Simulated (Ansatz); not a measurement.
# CFO2 (charge -1): molecular dynamics

Purpose: to follow the two partners and see whether they stay together, part or react. The start is relaxed first. Runs: 40 steps of 8 fs under a Nosé-Hoover thermostat at 1000 K. SMILES of the start: [F-].O=C=O.

All numbers below are computed with Ansatz 0.2.0 (RKS PBE/def2-SVP).

1 further run of the same task is left out (it didn't finish).

## (1) Starting point

Bond lengths: F1–C3 1.559 Å, O2–C3 1.196 Å, C3–O4 1.197 Å. Angles: F1–C3–O2 110.1°, F1–C3–O4 109.9°, O2–C3–O4 140.0°.

As a file:

```xyz
4

F    -0.0970   -0.0507   -1.3695
O    -0.9085   -0.5710    0.6827
C     0.0126    0.0066    0.1850
O     0.9929    0.6151    0.5019
```

## (2) Preparing the start

The input, input.yaml:

```yaml
crystal:
  periodic: [false, false, false]
  atoms:
    - { symbol: F, position_ang: [-0.097, -0.0507, -1.3695] }
    - { symbol: O, position_ang: [-0.9085, -0.571, 0.6827] }
    - { symbol: C, position_ang: [0.0126, 0.0066, 0.185] }
    - { symbol: O, position_ang: [0.9929, 0.6151, 0.5019] }
total_charge: -1
basis:
  gaussian: { orbitals: def2-SVP }
hamiltonian:
  xc: pbe
relax:
  f_tol: 0.02
  max_steps: 40
```

Started as:

```
ansatz run input.yaml --threads 1 --pin off --max-ram 2048MiB --backend cpu --events-out ev --progress --plain --runs-dir out
```

The log of the run:

```text
Warning: RAYON_NUM_THREADS=1 ignored (pool sized by the plan → 1); use --threads N
The last accepted step is kept in <dir> (removed where the run ends without a failure and the disk answers)
Engine: ansatz 0.2.0, aarch64-unknown-linux-gnu
Functional definition: PBE
  parameter kappa = 0.804
  parameter beta = 0.06672455060314922
  exchange = pbe_x(kappa = kappa, mu = beta*pi^2/3)
  correlation = pbe_c(beta = beta)
592 factors; their error is unknown
mean field evaluation 1: about -7832.9108 eV, gradient 4.1e1 eV
mean field evaluation 2: about -7819.4802 eV, gradient 9.8e1 eV
mean field evaluation 4: about -7835.7473 eV, gradient 3.5e0 eV
mean field evaluation 8: about -7835.7681 eV, gradient 1.5e-1 eV
mean field evaluation 16: about -7835.7409 eV, gradient 3.4e-5 eV
mean field -7835.74091494 eV, -287.9581673681 hartree, gradient 3.4e-5 eV, S^2 0.000000; 0 other end points of the search recorded, 0 dependent functions left out
the calculation of the forces begins
reference -7835.74092626 eV, -287.9581677840 hartree; 16, 16 occupied and 40, 40 virtual orbitals, 592 factors
relax step   1: F+E_penalty+E_count = -7835.74091494 eV  Δ(F+E_penalty+E_count) = +0.000e0 eV  max|allowed force component| = 2.531e0 eV/Å  Δτ_max = 0.0000 Å  (24 SCF iters, accepted)
these checks for a lower state are left out or cut short: starts, cluster_reference, orbital_swaps, neighbouring_geometries, increment
592 factors; their error is unknown
mean field -7835.83449725 eV, -287.9616064545 hartree, gradient 9.3e-6 eV, S^2 0.000000; 0 other end points of the search recorded, 0 dependent functions left out
the calculation of the forces begins
reference -7835.83450857 eV, -287.9616068706 hartree; 16, 16 occupied and 40, 40 virtual orbitals, 592 factors
relax step   2: F+E_penalty+E_count = -7835.83449725 eV  Δ(F+E_penalty+E_count) = -9.358e-2 eV  max|allowed force component| = 1.212e0 eV/Å  Δτ_max = 0.0235 Å  (27 SCF iters, accepted)
these checks for a lower state are left out or cut short: starts, cluster_reference, orbital_swaps, neighbouring_geometries, increment
592 factors; their error is unknown
mean field -7835.84683929 eV, -287.9620600161 hartree, gradient 9.3e-6 eV, S^2 0.000000; 0 other end points of the search recorded, 0 dependent functions left out
the calculation of the forces begins
reference -7835.84685064 eV, -287.9620604331 hartree; 16, 16 occupied and 40, 40 virtual orbitals, 592 factors
relax step   3: F+E_penalty+E_count = -7835.84683929 eV  Δ(F+E_penalty+E_count) = -1.234e-2 eV  max|allowed force component| = 6.653e-1 eV/Å  Δτ_max = 0.0146 Å  (28 SCF iters, accepted)
these checks for a lower state are left out or cut short: starts, cluster_reference, orbital_swaps, neighbouring_geometries, increment
592 factors; their error is unknown
mean field evaluation 32: about -7835.8882 eV, gradient 2.7e-2 eV
mean field -7835.86039074 eV, -287.9625580226 hartree, gradient 8.0e-6 eV, S^2 0.000000; 0 other end points of the search recorded, 0 dependent functions left out
the calculation of the forces begins
reference -7835.86040213 eV, -287.9625584415 hartree; 16, 16 occupied and 40, 40 virtual orbitals, 592 factors
relax step   4: F+E_penalty+E_count = -7835.86039074 eV  Δ(F+E_penalty+E_count) = -1.355e-2 eV  max|allowed force component| = 8.340e-2 eV/Å  Δτ_max = 0.0215 Å  (27 SCF iters, accepted)
these checks for a lower state are left out or cut short: starts, cluster_reference, orbital_swaps, neighbouring_geometries, increment
592 factors; their error is unknown
mean field -7835.86052565 eV, -287.9625629805 hartree, gradient 1.2e-5 eV, S^2 0.000000; 0 other end points of the search recorded, 0 dependent functions left out
the calculation of the forces begins
reference -7835.86053706 eV, -287.9625633998 hartree; 16, 16 occupied and 40, 40 virtual orbitals, 592 factors
relax step   5: F+E_penalty+E_count = -7835.86052565 eV  Δ(F+E_penalty+E_count) = -1.349e-4 eV  max|allowed force component| = 2.823e-2 eV/Å  Δτ_max = 0.0032 Å  (28 SCF iters, accepted)
these checks for a lower state are left out or cut short: starts, cluster_reference, orbital_swaps, neighbouring_geometries, increment
592 factors; their error is unknown
mean field -7835.86057199 eV, -287.9625646837 hartree, gradient 7.3e-5 eV, S^2 0.000000; 0 other end points of the search recorded, 0 dependent functions left out
the calculation of the forces begins
reference -7835.86058340 eV, -287.9625651029 hartree; 16, 16 occupied and 40, 40 virtual orbitals, 592 factors
relax step   6: F+E_penalty+E_count = -7835.86057199 eV  Δ(F+E_penalty+E_count) = -4.635e-5 eV  max|allowed force component| = 4.242e-4 eV/Å  Δτ_max = 0.0012 Å  (19 SCF iters, accepted)
592 factors; their error is unknown
mean field evaluation 64: about -7835.8606 eV, gradient 1.6e-5 eV
mean field -7835.86057199 eV, -287.9625646837 hartree, gradient 7.3e-5 eV, S^2 0.000000; 1 other end points of the search recorded, 0 dependent functions left out
the calculation of the forces begins
reference -7835.86058340 eV, -287.9625651029 hartree; 16, 16 occupied and 40, 40 virtual orbitals, 592 factors
Total energy: -7835.86058340 eV, -287.9625651029 hartree
Atom 0 at    -0.095859    -0.050654    -1.348095 Å, force    -0.000029    -0.000019    -0.000424 eV/Å
Atom 1 at    -0.926562    -0.582070     0.693216 Å, force     0.000316     0.000190     0.000020 eV/Å
Atom 2 at     0.010313     0.005449     0.145054 Å, force    -0.000001     0.000015     0.000319 eV/Å
Atom 3 at     1.012109     0.627275     0.509926 Å, force    -0.000286    -0.000186     0.000085 eV/Å
Dipole moment:    -0.013102    -0.006924    -0.184263 e Å
```

It took 5.7 s on 1 thread of Arm Neoverse V2, shared host; peak memory 0.1 GiB.

The steps of the relaxation:

```
step  energy from step 1 (eV)  largest force component (eV/Å)
   1                   0.0000                          2.5309
   2                  -0.0936                          1.2119
   3                  -0.1059                          0.6653
   4                  -0.1195                          0.0834
   5                  -0.1196                          0.0282
   6                  -0.1197                          0.0004
```

Step 1 is the start.

After: Bond lengths: F1–C3 1.498 Å, O2–C3 1.234 Å, C3–O4 1.234 Å. Angles: F1–C3–O2 111.8°, F1–C3–O4 111.8°, O2–C3–O4 136.4°.

## (3) The run

40 steps of 8 fs under a Nosé-Hoover thermostat at 1000 K, from the relaxed start.

The input, input.yaml:

```yaml
crystal:
  periodic: [false, false, false]
  atoms:
    - { symbol: F, position_ang: [-0.095859, -0.050654, -1.348095] }
    - { symbol: O, position_ang: [-0.926562, -0.58207, 0.693216] }
    - { symbol: C, position_ang: [0.010313, 0.005449, 0.145054] }
    - { symbol: O, position_ang: [1.012109, 0.627275, 0.509926] }
total_charge: -1
basis:
  gaussian: { orbitals: def2-SVP }
hamiltonian:
  xc: pbe
md:
  timestep: 8.0
  n_steps: 40
  ensemble: nvt_nose_hoover
  temperature: 1000.0
  initial_velocities: maxwell_boltzmann
  seed: 450181
  nose_hoover: { tau: 50.0, chain_length: 5 }
```

Started as:

```
ansatz run input.yaml --threads 1 --pin off --max-ram 2048MiB --backend cpu --events-out ev --progress --plain --runs-dir out
```

The log of the run, shortened:

```text
Warning: RAYON_NUM_THREADS=1 ignored (pool sized by the plan → 1); use --threads N
[...]
[... 1 set-up line as earlier in the session ...]
[...]
592 factors; their error is unknown
[...]
mean field -7835.86057179 eV, -287.9625646764 hartree, gradient 1.5e-5 eV, S^2 0.000000; 0 other end points of the search recorded, 0 dependent functions left out
[...]
reference -7835.86058320 eV, -287.9625650956 hartree; 16, 16 occupied and 40, 40 virtual orbitals, 592 factors
md step     0: t =     0.00 fs  T =  1000.0 K  F+E_penalty+E_count = -7835.86057179 eV  E_kin = 0.258520 eV  conserved = -7835.60205180 eV  (26 SCF iters)
[...]
md step    10: t =    80.00 fs  T =  3809.7 K  F+E_penalty+E_count = -7814.59358204 eV  E_kin = 0.984896 eV  conserved = -7566.01588269 eV  (443 SCF iters)
[...]
md step    20: t =   160.00 fs  T =    49.6 K  F+E_penalty+E_count = -7813.17248086 eV  E_kin = 0.012819 eV  conserved = 103117.12927613 eV  (2114 SCF iters)
[...]
md step    30: t =   240.00 fs  T =    12.7 K  F+E_penalty+E_count = -7813.17578158 eV  E_kin = 0.003287 eV  conserved = 103117.12927562 eV  (1173 SCF iters)
[...]
md step    39: t =   312.00 fs  T =   245.7 K  F+E_penalty+E_count = -7813.18683552 eV  E_kin = 0.063530 eV  conserved = 103117.12927440 eV  (796 SCF iters)
[...]
md step    40: t =   320.00 fs  T =   369.0 K  F+E_penalty+E_count = -7813.18954960 eV  E_kin = 0.095402 eV  conserved = 103117.12927427 eV  (5682 SCF iters)
Total energy: -7813.18957306 eV, -287.1294208400 hartree
Atom 0 at    -0.140627    -0.091495    -1.782442 Å, force    -0.017010    -0.012625    -0.017967 eV/Å
Atom 1 at    17.080129    14.557242    35.889248 Å, force     0.000577     0.000500     0.001351 eV/Å
Atom 2 at   -27.837632   -23.189393   -48.678040 Å, force    -0.000136    -0.000113    -0.000229 eV/Å
Atom 3 at     3.964989     2.949626     2.482846 Å, force     0.016568     0.012238     0.016845 eV/Å
Dipole moment:    -2.959308    -2.481240    -5.346583 e Å
```

Wall time 9.7 min (1 thread of Arm Neoverse V2, shared host); peak memory 0.095 GiB.

## (4) The trajectory

One step in 2; energies are changes from step 0:

```
time (fs)   T (K)  potential energy change (meV/atom)  conserved energy change (meV/atom)
      0.0    1000                                 0.0                                0.00
     16.0   93218                              3385.4                            24113.48
     32.0   16416                              5342.3                            66233.99
     48.0    4559                              5197.6                            66251.79
     64.0    2237                              5215.3                            66501.74
     80.0    3810                              5316.7                            67396.54
     96.0    6205                              4936.9                            67456.84
    112.0  102072                             91874.4                         13700718.35
    128.0    3356                              5672.2                         27738182.83
    144.0     224                              5672.1                         27738182.83
    160.0      50                              5672.0                         27738182.83
    176.0      19                              5671.9                         27738182.83
    192.0      11                              5671.8                         27738182.83
    208.0       9                              5671.6                         27738182.83
    224.0       9                              5671.4                         27738182.83
    240.0      13                              5671.2                         27738182.83
    256.0      20                              5670.9                         27738182.83
    272.0      37                              5670.5                         27738182.83
    288.0      74                              5669.9                         27738182.83
    304.0     164                              5669.0                         27738182.83
    320.0     369                              5667.8                         27738182.83
```

time (fs), T (K) and a bar:
```
      0.0       1000 
     16.0      93218 ########################
     24.0     117124 ##############################
     40.0       5861 #
     56.0       5975 ##
     72.0      12365 ###
     80.0       3810 #
     96.0       6205 ##
    112.0     102072 ##########################
    128.0       3356 #
    136.0        677 
    152.0         97 
    168.0         29 
    184.0         14 
    192.0         11 
    208.0          9 
    224.0          9 
    240.0         13 
    248.0         16 
    264.0         27 
    280.0         52 
    296.0        110 
    304.0        164 
    320.0        369
```

Bonds that form or break, judged by distance (formed within 1.15 times the sum of covalent radii and held on average over 24 fs, broken when stretched by half; pairs already stretched at the start don't count as bonds):

```
time (fs)   bond   event
     24.0  F1–C3  breaks
     24.0  O2–C3  breaks
     24.0  C3–O4  breaks
```

## (5) What came out

```
                              quantity                          value
               relaxation of the start        5 moves, 0.120 eV lower
                                length               40 steps of 8 fs
      temperature, first and last step                 1000 and 369 K
              temperature, second half     mean 62 K, from 9 to 369 K
         potential energy, second half  +5671 meV/atom from the start
largest change of the conserved energy           27738182.83 meV/atom
                bonds formed or broken                              3
```

The run blows up, reaching 117124 K, so it describes no real motion. Averages from a run of 320 fs with 4 atoms are rough.
